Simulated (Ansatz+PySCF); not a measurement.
A calculation with PySCF 2.14.0.

```python
from pyscf import gto, scf, cc

mol = gto.M(atom="""
B 0.000000 0.000000 0.000000
F 0.644990 0.859990 1.861920
""", basis='sto-3g', charge=0, spin=0)
mf = scf.RHF(mol)
mf.kernel()
mycc = cc.CCSD(mf, frozen=2).run()
et = mycc.ccsd_t()
print(mf.e_tot, mycc.e_corr, et, mycc.e_tot + et)
```

The script is written out from the run's settings.

The run gave:

```json
{"Converged": "yes", "Reference energy": "-122.08129 hartree", "CCSD correlation energy": "-0.14006 hartree", "Triples correction": "-0.00445 hartree", "Total energy": "-122.22580 hartree", "Spin squared of the determinant": "0.000"}
```

Caution: large amplitudes, a single reference is doubtful; an unrestricted determinant lies well below.
